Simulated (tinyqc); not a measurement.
Worked calculation: MP2 on RHF in the sto-3g basis, frozen core, for H2O, spin multiplicity 1. Computed by tinyqc, a small Python program that keeps every step (integrals from PySCF). Settings: charge = 0, multiplicity = 1, basis = sto-3g, method = RHF, frozen orbitals = 1, energy threshold = 1e-10, iteration cap = 78, orthogonalisation = symmetric, start = atomic densities, DIIS depth = 6. Command: `OMP_NUM_THREADS=1 python tinyqc.py 29365 29366 out.jsonl` (the two numbers bound the seeds that draw the settings). One thread of a shared host (Intel(R) Xeon(R) Processor @ 2.60GHz), about 0.1 s of CPU time with the checks. Later iterations appear only in the table of the cycle.

## One-electron integrals

Geometry (angstrom):
```
atom,x,y,z
O,0.0000,0.0000,0.0000
H,0.0000,0.7340,0.6570
H,0.0000,-0.7340,0.6570
```

Basis sto-3g: exponents (1/bohr^2) and contraction coefficients of normalised primitives:
```
element,l (shell),exponent,coefficient
O,s (1),130.7093,0.1543
O,s (1),23.8089,0.5353
O,s (1),6.4436,0.4446
O,s (2),5.0332,-0.1000
O,s (2),1.1696,0.3995
O,s (2),0.3804,0.7001
O,p (3),5.0332,0.1559
O,p (3),1.1696,0.6077
O,p (3),0.3804,0.3920
H,s (1),3.4253,0.1543
H,s (1),0.6239,0.5353
H,s (1),0.1689,0.4446
```

Overlap, kinetic and nuclear-attraction integrals over the contracted functions; the nuclear repulsion is the sum of Za Zb / Rab.

nuclear repulsion = 8.955450 hartree

overlap S, lower triangle:
```
,1O 1s,1O 2s,1O 2px,1O 2py,1O 2pz,2H 1s,3H 1s
1O 1s,1.0000
1O 2s,0.2367,1.0000
1O 2px,0.0000,0.0000,1.0000
1O 2py,0.0000,0.0000,0.0000,1.0000
1O 2pz,0.0000,0.0000,0.0000,0.0000,1.0000
2H 1s,0.0505,0.4567,0.0000,0.2858,0.2558,1.0000
3H 1s,0.0505,0.4567,0.0000,-0.2858,0.2558,0.2688,1.0000
```

kinetic energy T (hartree), lower triangle:
```
,1O 1s,1O 2s,1O 2px,1O 2py,1O 2pz,2H 1s,3H 1s
1O 1s,29.0032
1O 2s,-0.1680,0.8081
1O 2px,0.0000,0.0000,2.5287
1O 2py,0.0000,0.0000,0.0000,2.5287
1O 2pz,0.0000,0.0000,0.0000,0.0000,2.5287
2H 1s,-0.0043,0.1156,0.0000,0.1962,0.1756,0.7600
3H 1s,-0.0043,0.1156,0.0000,-0.1962,0.1756,0.0125,0.7600
```

nuclear attraction V (hartree), lower triangle:
```
,1O 1s,1O 2s,1O 2px,1O 2py,1O 2pz,2H 1s,3H 1s
1O 1s,-61.6928
1O 2s,-7.4374,-10.1144
1O 2px,0.0000,0.0000,-9.9630
1O 2py,0.0000,0.0000,0.0000,-10.0931
1O 2pz,-0.0196,-0.2322,0.0000,0.0000,-10.0672
2H 1s,-1.6318,-3.6885,0.0000,-2.0449,-1.9098,-5.7429
3H 1s,-1.6318,-3.6885,0.0000,2.0449,-1.9098,-1.6755,-5.7429
```

core Hamiltonian H = T + V (hartree), lower triangle:
```
,1O 1s,1O 2s,1O 2px,1O 2py,1O 2pz,2H 1s,3H 1s
1O 1s,-32.6896
1O 2s,-7.6054,-9.3062
1O 2px,0.0000,0.0000,-7.4343
1O 2py,0.0000,0.0000,0.0000,-7.5643
1O 2pz,-0.0196,-0.2322,0.0000,0.0000,-7.5385
2H 1s,-1.6361,-3.5729,0.0000,-1.8488,-1.7342,-4.9828
3H 1s,-1.6361,-3.5729,0.0000,1.8488,-1.7342,-1.6629,-4.9828
```

## Two-electron integrals

Functions are numbered as in S; the eight-fold symmetry (ij|kl) = (ji|kl) = (kl|ij) leaves the list below.

Two-electron integrals (ij|kl) in chemists' order, unique and non-zero (hartree):
```
i,j,k,l,(ij|kl)
1,1,1,1,4.7851
2,1,1,1,0.7414
2,1,2,1,0.1369
2,2,1,1,1.1189
2,2,2,1,0.2566
2,2,2,2,0.8172
3,1,3,1,0.0245
3,2,3,1,0.0378
3,2,3,2,0.1805
3,3,1,1,1.1158
3,3,2,1,0.2567
3,3,2,2,0.8170
3,3,3,3,0.8802
4,1,4,1,0.0245
4,2,4,1,0.0378
4,2,4,2,0.1805
4,3,4,3,0.0474
4,4,1,1,1.1158
4,4,2,1,0.2567
4,4,2,2,0.8170
4,4,3,3,0.7853
4,4,4,4,0.8802
5,1,5,1,0.0245
5,2,5,1,0.0378
5,2,5,2,0.1805
5,3,5,3,0.0474
5,4,5,4,0.0474
5,5,1,1,1.1158
5,5,2,1,0.2567
5,5,2,2,0.8170
5,5,3,3,0.7853
5,5,4,4,0.7853
5,5,5,5,0.8802
6,1,1,1,0.1606
6,1,2,1,0.0294
6,1,2,2,0.0548
6,1,3,3,0.0546
6,1,4,1,0.0010
6,1,4,2,0.0019
6,1,4,4,0.0548
6,1,5,1,0.0009
6,1,5,2,0.0017
6,1,5,4,1.60e-04
6,1,5,5,0.0548
6,1,6,1,0.0064
6,2,1,1,0.3846
6,2,2,1,0.0893
6,2,2,2,0.3141
6,2,3,3,0.3088
6,2,4,1,0.0050
6,2,4,2,0.0378
6,2,4,4,0.3174
6,2,5,1,0.0045
6,2,5,2,0.0339
6,2,5,4,0.0077
6,2,5,5,0.3157
6,2,6,1,0.0195
6,2,6,2,0.1485
6,3,3,1,0.0094
6,3,3,2,0.0545
6,3,4,3,0.0079
6,3,5,3,0.0071
6,3,6,3,0.0213
6,4,1,1,0.2044
6,4,2,1,0.0481
6,4,2,2,0.1806
6,4,3,3,0.1723
6,4,4,1,0.0118
6,4,4,2,0.0752
6,4,4,4,0.1929
6,4,5,1,0.0021
6,4,5,2,0.0185
6,4,5,4,0.0114
6,4,5,5,0.1762
6,4,6,1,0.0110
6,4,6,2,0.1037
6,4,6,4,0.0929
6,5,1,1,0.1829
6,5,2,1,0.0430
6,5,2,2,0.1616
6,5,3,3,0.1543
6,5,4,1,0.0021
6,5,4,2,0.0185
6,5,4,4,0.1586
6,5,5,1,0.0113
6,5,5,2,0.0711
6,5,5,4,0.0118
6,5,5,5,0.1718
6,5,6,1,0.0098
6,5,6,2,0.0928
6,5,6,4,0.0641
6,5,6,5,0.0787
6,6,1,1,0.5190
6,6,2,1,0.1225
6,6,2,2,0.4933
6,6,3,3,0.4733
6,6,4,1,0.0090
6,6,4,2,0.0935
6,6,4,4,0.5063
6,6,5,1,0.0080
6,6,5,2,0.0837
6,6,5,4,0.0296
6,6,5,5,0.4998
6,6,6,1,0.0271
6,6,6,2,0.2915
6,6,6,4,0.2325
6,6,6,5,0.2081
6,6,6,6,0.7746
7,1,1,1,0.1606
7,1,2,1,0.0294
7,1,2,2,0.0548
7,1,3,3,0.0546
7,1,4,1,-0.0010
7,1,4,2,-0.0019
7,1,4,4,0.0548
7,1,5,1,0.0009
7,1,5,2,0.0017
7,1,5,4,-1.60e-04
7,1,5,5,0.0548
7,1,6,1,0.0063
7,1,6,2,0.0190
7,1,6,4,0.0097
7,1,6,5,0.0096
7,1,6,6,0.0260
7,1,7,1,0.0064
7,2,1,1,0.3846
7,2,2,1,0.0893
7,2,2,2,0.3141
7,2,3,3,0.3088
7,2,4,1,-0.0050
7,2,4,2,-0.0378
7,2,4,4,0.3174
7,2,5,1,0.0045
7,2,5,2,0.0339
7,2,5,4,-0.0077
7,2,5,5,0.3157
7,2,6,1,0.0190
7,2,6,2,0.1231
7,2,6,4,0.0589
7,2,6,5,0.0750
7,2,6,6,0.2015
7,2,7,1,0.0195
7,2,7,2,0.1485
7,3,3,1,0.0094
7,3,3,2,0.0545
7,3,4,3,-0.0079
7,3,5,3,0.0071
7,3,6,3,0.0172
7,3,7,3,0.0213
7,4,1,1,-0.2044
7,4,2,1,-0.0481
7,4,2,2,-0.1806
7,4,3,3,-0.1723
7,4,4,1,0.0118
7,4,4,2,0.0752
7,4,4,4,-0.1929
7,4,5,1,-0.0021
7,4,5,2,-0.0185
7,4,5,4,0.0114
7,4,5,5,-0.1762
7,4,6,1,-0.0097
7,4,6,2,-0.0589
7,4,6,4,-0.0113
7,4,6,5,-0.0350
7,4,6,6,-0.0843
7,4,7,1,-0.0110
7,4,7,2,-0.1037
7,4,7,4,0.0929
7,5,1,1,0.1829
7,5,2,1,0.0430
7,5,2,2,0.1616
7,5,3,3,0.1543
7,5,4,1,-0.0021
7,5,4,2,-0.0185
7,5,4,4,0.1586
7,5,5,1,0.0113
7,5,5,2,0.0711
7,5,5,4,-0.0118
7,5,5,5,0.1718
7,5,6,1,0.0096
7,5,6,2,0.0750
7,5,6,4,0.0350
7,5,6,5,0.0622
7,5,6,6,0.1349
7,5,7,1,0.0098
7,5,7,2,0.0928
7,5,7,4,-0.0641
7,5,7,5,0.0787
7,6,1,1,0.1647
7,6,2,1,0.0386
7,6,2,2,0.1480
7,6,3,3,0.1443
7,6,4,4,0.1469
7,6,5,1,0.0030
7,6,5,2,0.0272
7,6,5,5,0.1527
7,6,6,1,0.0084
7,6,6,2,0.0707
7,6,6,4,0.0424
7,6,6,5,0.0496
7,6,6,6,0.1454
7,6,7,1,0.0084
7,6,7,2,0.0707
7,6,7,4,-0.0424
7,6,7,5,0.0496
7,6,7,6,0.0413
7,7,1,1,0.5190
7,7,2,1,0.1225
7,7,2,2,0.4933
7,7,3,3,0.4733
7,7,4,1,-0.0090
7,7,4,2,-0.0935
7,7,4,4,0.5063
7,7,5,1,0.0080
7,7,5,2,0.0837
7,7,5,4,-0.0296
7,7,5,5,0.4998
7,7,6,1,0.0260
7,7,6,2,0.2015
7,7,6,4,0.0843
7,7,6,5,0.1349
7,7,6,6,0.3525
7,7,7,1,0.0271
7,7,7,2,0.2915
7,7,7,4,-0.2325
7,7,7,5,0.2081
7,7,7,6,0.1454
7,7,7,7,0.7746
```

## Orthogonalisation

S = U s U^T; symmetric (Loewdin) form X = U s^(-1/2) U^T, so that X^T S X = 1.

eigenvalues of S: 0.3607  0.4397  0.8796  1.0000  1.1029  1.2916  1.9256

X, lower triangle:
```
,1O 1s,1O 2s,1O 2px,1O 2py,1O 2pz,2H 1s,3H 1s
1O 1s,1.0241
1O 2s,-0.1417,1.2234
1O 2px,0.0000,0.0000,1.0000
1O 2py,0.0000,0.0000,0.0000,1.0949
1O 2pz,-0.0104,0.1105,0.0000,0.0000,1.0606
2H 1s,0.0211,-0.2760,0.0000,-0.2108,-0.1520,1.1947
3H 1s,0.0211,-0.2760,0.0000,0.2108,-0.1520,-0.0985,1.1947
```

## Starting guess

The start is atomic minimal-basis densities projected into this basis (PySCF's MINAO start) and scaled to the electron count of each spin; this density is not idempotent, so its energy is not variational and may lie below the converged one.

D at the start, lower triangle:
```
,1O 1s,1O 2s,1O 2px,1O 2py,1O 2pz,2H 1s,3H 1s
1O 1s,2.1433
1O 2s,-0.4882,2.0843
1O 2px,0.0000,0.0000,1.3082
1O 2py,0.0000,0.0000,0.0000,1.1733
1O 2pz,0.0186,-0.0960,0.0000,0.0000,1.2224
2H 1s,-0.0164,0.0405,0.0000,0.1151,0.0612,0.9963
3H 1s,-0.0164,0.0405,0.0000,-0.1151,0.0612,0.0784,0.9963
```

## Iteration 1: building the Fock matrix

J_ij = sum D_kl (ij|kl), K_ij = sum D_kl (ik|jl); F = H + J - 0.5 K; E = tr D H + tr D J / 2 - 0.25 tr D K + E_nn.

Coulomb J (hartree), lower triangle:
```
,1O 1s,1O 2s,1O 2px,1O 2py,1O 2pz,2H 1s,3H 1s
1O 1s,17.2477
1O 2s,3.2363,8.0534
1O 2px,0.0000,0.0000,8.0058
1O 2py,0.0000,0.0000,0.0000,8.0712
1O 2pz,0.0145,0.1691,0.0000,0.0000,8.0589
2H 1s,0.6963,3.1286,0.0000,1.8021,1.6742,5.1284
3H 1s,0.6963,3.1286,0.0000,-1.8021,1.6742,1.5052,5.1284
```

exchange K (hartree), lower triangle:
```
,1O 1s,1O 2s,1O 2px,1O 2py,1O 2pz,2H 1s,3H 1s
1O 1s,9.9166
1O 2s,1.6933,2.8007
1O 2px,0.0000,0.0000,1.7157
1O 2py,0.0000,0.0000,0.0000,1.8310
1O 2pz,0.0202,0.1741,0.0000,0.0000,1.8103
2H 1s,0.4048,1.3247,0.0000,0.5748,0.6036,1.4591
3H 1s,0.4048,1.3247,0.0000,-0.5748,0.6036,0.6773,1.4591
```

Fock matrix F (hartree), lower triangle:
```
,1O 1s,1O 2s,1O 2px,1O 2py,1O 2pz,2H 1s,3H 1s
1O 1s,-20.4002
1O 2s,-5.2158,-2.6532
1O 2px,0.0000,0.0000,-0.2863
1O 2py,0.0000,0.0000,0.0000,-0.4087
1O 2pz,-0.0151,-0.1502,0.0000,0.0000,-0.3847
2H 1s,-1.1423,-1.1066,0.0000,-0.3341,-0.3618,-0.5839
3H 1s,-1.1423,-1.1066,0.0000,0.3341,-0.3618,-0.4963,-0.5839
```

total energy of this density = -75.439356 hartree

This density is the starting one; it is not idempotent, so its energy is not variational and may lie below the converged one.

## Iteration 1: diagonalisation and new density

Diagonalise F' = X^T F X, C = X C', fill 5 alpha and 5 beta electrons from the bottom; D = 2 C_occ C_occ^T. Each column has its largest component positive (the first on a tie).

F' = X^T F X (hartree), lower triangle:
```
,1,2,3,4,5,6,7
1,-20.0195
2,-2.6980,-1.4213
3,0.0000,0.0000,-0.2863
4,0.0000,0.0000,0.0000,-0.1893
5,-0.0360,0.0764,0.0000,0.0000,-0.2398
6,-0.1738,-0.5523,0.0000,-0.3845,-0.2976,0.0072
7,-0.1738,-0.5523,0.0000,0.3845,-0.2976,-0.1742,0.0072
```

orbital energies (hartree): MO1 -20.4092, MO2 -1.4750, MO3 -0.5785, MO4 -0.4517, MO5 -0.2863, MO6 0.4882, MO7 0.5706

coefficients C:
```
,MO1,MO2,MO3,MO4,MO5,MO6,MO7
1O 1s,0.9941,-0.2369,0.0000,0.0928,0.0000,-0.1297,0.0000
1O 2s,0.0260,0.8565,0.0000,-0.4746,0.0000,0.8496,0.0000
1O 2px,0.0000,0.0000,0.0000,0.0000,1.0000,0.0000,0.0000
1O 2py,0.0000,0.0000,0.7170,0.0000,0.0000,0.0000,0.8796
1O 2pz,0.0033,0.1105,0.0000,0.7975,0.0000,0.7315,0.0000
2H 1s,-0.0048,0.1469,0.3607,0.2503,0.0000,-0.7851,-0.8663
3H 1s,-0.0048,0.1469,-0.3607,0.2503,0.0000,-0.7851,0.8663
```

D after iteration 1, lower triangle:
```
,1O 1s,1O 2s,1O 2px,1O 2py,1O 2pz,2H 1s,3H 1s
1O 1s,2.1059
1O 2s,-0.4423,1.9190
1O 2px,0.0000,0.0000,2.0000
1O 2py,0.0000,0.0000,0.0000,1.0281
1O 2pz,0.1022,-0.5675,0.0000,0.0000,1.2965
2H 1s,-0.0326,0.0138,0.0000,0.5172,0.4317,0.4287
3H 1s,-0.0326,0.0138,0.0000,-0.5172,0.4317,-0.0917,0.4287
```

## Iteration 8 (converged): orbitals

converged F (hartree), lower triangle:
```
,1O 1s,1O 2s,1O 2px,1O 2py,1O 2pz,2H 1s,3H 1s
1O 1s,-20.2463
1O 2s,-5.1645,-2.4436
1O 2px,0.0000,0.0000,-0.3951
1O 2py,0.0000,0.0000,0.0000,-0.2944
1O 2pz,-0.0290,-0.1238,0.0000,0.0000,-0.3419
2H 1s,-1.1200,-0.9809,0.0000,-0.3710,-0.3883,-0.5504
3H 1s,-1.1200,-0.9809,0.0000,0.3710,-0.3883,-0.3978,-0.5504
```

As before.

F' = X^T F X (hartree), lower triangle:
```
,1,2,3,4,5,6,7
1,-19.8679
2,-2.6919,-1.2572
3,0.0000,0.0000,-0.3951
4,0.0000,0.0000,0.0000,-0.0241
5,-0.0576,0.1192,0.0000,0.0000,-0.1679
6,-0.1666,-0.4883,0.0000,-0.4487,-0.3477,0.0098
7,-0.1666,-0.4883,0.0000,0.4487,-0.3477,-0.1133,0.0098
```

orbital energies (hartree): MO1 -20.2550, MO2 -1.2635, MO3 -0.5893, MO4 -0.4687, MO5 -0.3951, MO6 0.5908, MO7 0.6883

coefficients C:
```
,MO1,MO2,MO3,MO4,MO5,MO6,MO7
1O 1s,0.9942,-0.2332,0.0000,0.1065,0.0000,-0.1248,0.0000
1O 2s,0.0259,0.8417,0.0000,-0.5501,0.0000,0.8183,0.0000
1O 2px,0.0000,0.0000,0.0000,0.0000,1.0000,0.0000,0.0000
1O 2py,0.0000,0.0000,0.6193,0.0000,0.0000,0.0000,0.9509
1O 2pz,0.0043,0.1278,0.0000,0.7452,0.0000,0.7822,0.0000
2H 1s,-0.0056,0.1556,0.4508,0.2972,0.0000,-0.7668,-0.8230
3H 1s,-0.0056,0.1556,-0.4508,0.2972,0.0000,-0.7668,0.8230
```

D after iteration 8, lower triangle:
```
,1O 1s,1O 2s,1O 2px,1O 2py,1O 2pz,2H 1s,3H 1s
1O 1s,2.1084
1O 2s,-0.4584,2.0235
1O 2px,0.0000,0.0000,2.0000
1O 2py,0.0000,0.0000,0.0000,0.7672
1O 2pz,0.1077,-0.6046,0.0000,0.0000,1.1432
2H 1s,-0.0204,-0.0653,0.0000,0.5584,0.4826,0.6316
3H 1s,-0.0204,-0.0653,0.0000,-0.5584,0.4826,-0.1813,0.6316
```

## Convergence

Stop when the energy changes by less than 1e-10 hartree and every element of the error matrix X^T (F D S - S D F) X is below 3e-06.

Course of the cycle:
```
iteration,E (hartree),change,largest element of the error matrix
1,-75.439356,-,1.29e+00
2,-74.926017,5.13e-01,1.93e-01
3,-74.964601,-3.86e-02,2.18e-02
4,-74.965162,-5.61e-04,4.21e-03
5,-74.965190,-2.78e-05,2.64e-04
6,-74.965190,-2.22e-07,2.22e-05
7,-74.965190,-1.72e-09,2.25e-08
8,-74.965190,-4.26e-14,1.22e-10
```

PySCF RHF in the same basis = -74.965190 hartree

Converged in 8 iterations.

## Populations, bond orders and dipole

Mulliken: Z minus the diagonal of D S on the atom; Loewdin: the same with S^(1/2) D S^(1/2); Mayer order: 2 sum_s sum (D(s) S)_ij (D(s) S)_ji over the two atoms.

Charges (e):
```
atom,Mulliken,Loewdin
1O,-0.3298,-0.2312
2H,0.1649,0.1156
3H,0.1649,0.1156
```

Mayer bond orders:
```
pair,order
2-1,0.9666
3-1,0.9666
3-2,0.0062
```

dipole moment about the origin, x y z (debye): 0.0000  0.0000  1.7365

## Integrals over molecular orbitals

(pq|rs) = sum C_ip C_jq C_kr C_ls (ij|kl), one index at a time.

one-electron integrals over orbitals h = C^T H C (hartree), lower triangle:
```
,1,2,3,4,5,6,7
1,-32.6723
2,0.5572,-7.6515
3,0.0000,0.0000,-6.3157
4,-0.2432,0.4679,0.0000,-6.8753
5,0.0000,0.0000,0.0000,0.0000,-7.4343
6,0.2854,-1.3532,0.0000,-1.1555,0.0000,-5.4062
7,0.0000,0.0000,-1.6916,0.0000,0.0000,0.0000,-5.5493
```

Two-electron integrals over orbitals (pq|rs), unique and non-zero (hartree); the lowest 1 orbital is frozen and left out:
```
p,q,r,s,(pq|rs)
2,2,2,2,0.7286
3,2,3,2,0.1412
3,3,2,2,0.6438
3,3,3,3,0.6291
4,2,2,2,-0.0007
4,2,3,3,0.0055
4,2,4,2,0.1245
4,3,3,2,0.0198
4,3,4,3,0.0499
4,4,2,2,0.6673
4,4,3,3,0.5929
4,4,4,2,-0.1017
4,4,4,4,0.7567
5,2,5,2,0.1448
5,3,5,3,0.0287
5,4,5,2,-0.0487
5,4,5,4,0.0554
5,5,2,2,0.7476
5,5,3,3,0.6274
5,5,4,2,-0.0749
5,5,4,4,0.7166
5,5,5,5,0.8802
6,2,2,2,0.1429
6,2,3,3,0.0782
6,2,4,2,0.0213
6,2,4,4,0.0780
6,2,5,5,0.1551
6,2,6,2,0.1021
6,3,3,2,-0.0335
6,3,4,3,-0.0289
6,3,6,3,0.0662
6,4,2,2,0.1005
6,4,3,3,0.0464
6,4,4,2,-0.0444
6,4,4,4,0.1282
6,4,5,5,0.1267
6,4,6,2,0.0589
6,4,6,4,0.0796
6,5,5,2,0.0562
6,5,5,4,-8.73e-05
6,5,6,5,0.0376
6,6,2,2,0.6192
6,6,3,3,0.5721
6,6,4,2,0.0540
6,6,4,4,0.5545
6,6,5,5,0.5946
6,6,6,2,0.1012
6,6,6,4,0.0471
6,6,6,6,0.6029
7,2,3,2,0.0412
7,2,4,3,-0.0361
7,2,6,3,0.0351
7,2,7,2,0.0623
7,3,2,2,0.1379
7,3,3,3,0.0896
7,3,4,2,-0.0819
7,3,4,4,0.1510
7,3,5,5,0.1904
7,3,6,2,0.0743
7,3,6,4,0.0876
7,3,6,6,0.0398
7,3,7,3,0.1564
7,4,3,2,-0.0791
7,4,4,3,-0.0017
7,4,6,3,0.0451
7,4,7,2,-0.0155
7,4,7,4,0.0723
7,5,5,3,0.0236
7,5,7,5,0.0238
7,6,3,2,0.0930
7,6,4,3,0.0504
7,6,6,3,-0.0588
7,6,7,2,-0.0116
7,6,7,4,-0.0595
7,6,7,6,0.1109
7,7,2,2,0.6186
7,7,3,3,0.6058
7,7,4,2,-0.0114
7,7,4,4,0.5969
7,7,5,5,0.6162
7,7,6,2,0.0659
7,7,6,4,0.0413
7,7,6,6,0.5671
7,7,7,3,0.0851
7,7,7,7,0.6115
```

## Second-order Moller-Plesset energy

Hartree-Fock energy = -74.965190 hartree

E2 = sum_ijab (ia|jb) [2 (ia|jb) - (ib|ja)] / (e_i + e_j - e_a - e_b) over occupied i, j and virtual a, b; the opposite-spin part is (ia|jb)^2 / denominator, the rest is same-spin, and SCS-MP2 scales them by 6/5 and 1/3.

Terms:
```
i,j,a,b,(ia|jb),(ib|ja),denominator,term
3,3,7,7,0.1564,0.1564,-2.5551,-0.0096
3,4,7,6,0.0876,0.0451,-2.3371,-0.0049
4,3,6,7,0.0876,0.0451,-2.3371,-0.0049
4,4,6,6,0.0796,0.0796,-2.1191,-0.0030
2,2,6,6,0.1021,0.1021,-3.7086,-0.0028
2,3,6,7,0.0743,0.0351,-3.1319,-0.0027
3,2,7,6,0.0743,0.0351,-3.1319,-0.0027
4,4,7,7,0.0723,0.0723,-2.3141,-0.0023
3,3,6,6,0.0662,0.0662,-2.3602,-0.0019
2,4,6,6,0.0589,0.0589,-2.9139,-0.0012
4,2,6,6,0.0589,0.0589,-2.9139,-0.0012
2,2,7,7,0.0623,0.0623,-3.9036,-0.0010
5,5,6,6,0.0376,0.0376,-1.9718,-0.0007
5,5,7,7,0.0238,0.0238,-2.1668,-2.61e-04
4,2,7,7,-0.0155,-0.0155,-3.1089,-7.70e-05
2,4,7,7,-0.0155,-0.0155,-3.1089,-7.70e-05
3,4,6,7,0.0451,0.0876,-2.3371,-5.12e-05
4,3,7,6,0.0451,0.0876,-2.3371,-5.12e-05
2,3,7,6,0.0351,0.0743,-3.1319,4.57e-05
3,2,6,7,0.0351,0.0743,-3.1319,4.57e-05
```

Pair energies (hartree; pair i-j sums ij and ji):
```
pair,opposite spin,same spin
2-2,-0.0038,0.0000
3-2,-0.0043,-0.0010
3-3,-0.0114,0.0000
4-2,-0.0025,0.0000
4-3,-0.0083,-0.0015
4-4,-0.0053,0.0000
5-5,-0.0010,0.0000
```

MP2 correlation energy = -0.039142 hartree

SCS-MP2 correlation energy = -0.044783 hartree

MP2 total energy = -75.004332 hartree
